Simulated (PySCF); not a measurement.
C6H10.
Atom-mapped SMILES: `[CH3:1][CH:2]([CH3:3])[CH:4]1[CH:5]=[CH:6]1` (hydrogens: H7, H8, H9 on C1; H10 on C2; H11, H12, H13 on C3; H14 on C4; H15 on C5; H16 on C6)

Method: PySCF, PBE0-D3(BJ)/def2-SVP geometry optimisation, gas phase; density fitting, grid level 1; the optimiser is geomeTRIC in internal coordinates, started from a GFN2-xTB structure.

Step 0: E = -6370.7068 eV
```
atom  x, y, z in Å  |  force x, y, z in eV/Å
C1     -0.6003    1.6186   -0.1506    0.069  -0.669  -0.206
C2     -0.4266    0.1029   -0.2429   -0.111   0.239   0.631
C3     -1.5284   -0.6166    0.5345    0.446   0.238  -0.487
C4      0.9386   -0.3004    0.2890   -0.050  -0.226  -0.813
C5      2.1396   -0.3428   -0.6094   -0.638  -0.535   0.568
C6      1.6614   -1.4976   -0.2542   -0.001   1.002   0.089
H7     -1.5712    1.9183   -0.5388   -0.411   0.213  -0.127
H8      0.1714    2.1254   -0.7258    0.307   0.289  -0.209
H9     -0.5268    1.9436    0.8854    0.020   0.200   0.439
H10    -0.4888   -0.1941   -1.2964    0.053  -0.098  -0.249
H11    -1.4775   -0.3550    1.5897   -0.028   0.085   0.475
H12    -1.4167   -1.6945    0.4419   -0.009  -0.474   0.023
H13    -2.5099   -0.3389    0.1565   -0.462   0.085  -0.088
H14     1.0794   -0.0369    1.3367    0.065   0.134   0.520
H15     2.8530    0.2358   -1.1430    0.682   0.501  -0.511
H16     1.6952   -2.5589   -0.2840    0.067  -0.987  -0.054
```

Q: Estimate the geometry and energy of step 1. (The exact step hangs on the optimiser's Hessian estimate; all steps are aligned on step 0, rigid shifts and turns removed.)

A: E = -6370.7647 eV, largest force 0.197 eV/Å
```
atom  x, y, z in Å  |  force x, y, z in eV/Å
C1     -0.6039    1.6203   -0.1540   -0.005   0.084   0.021
C2     -0.4326    0.1089   -0.2321    0.023  -0.052  -0.133
C3     -1.5327   -0.6178    0.5303   -0.055  -0.032   0.058
C4      0.9391   -0.3038    0.2763    0.036   0.035   0.159
C5      2.1484   -0.3471   -0.6080    0.099   0.134  -0.106
C6      1.6705   -1.5004   -0.2524   -0.039  -0.193  -0.002
H7     -1.5871    1.9385   -0.5378    0.024  -0.011   0.013
H8      0.1722    2.1436   -0.7355   -0.018  -0.016   0.015
H9     -0.5273    1.9679    0.8913   -0.003  -0.006  -0.039
H10    -0.4876   -0.1935   -1.2960   -0.001   0.018   0.055
H11    -1.4949   -0.3647    1.6045   -0.007  -0.014  -0.037
H12    -1.4285   -1.7114    0.4432    0.002   0.027   0.000
H13    -2.5339   -0.3422    0.1601    0.028  -0.005   0.010
H14     1.0842   -0.0351    1.3427   -0.020  -0.016  -0.077
H15     2.8889    0.2349   -1.1573   -0.068  -0.061   0.059
H16     1.7177   -2.5891   -0.2864    0.005   0.108   0.005
```

The energy changes by -0.0579 eV. The first-order estimate −F·Δx gives -0.1315 eV and the mean of the old and new forces, exact on a quadratic surface, -0.0591 eV. The step makes an angle of 56° with the force vector and moves no atom by more than 0.039 Å.

The cost below is that of the whole optimisation. Hardware: one thread, Arm Neoverse V2 (aarch64), no GPU, shared host with 96 logical CPUs at a one-minute load of 39. Cost: 18 s, 0.58 GiB resident at most.
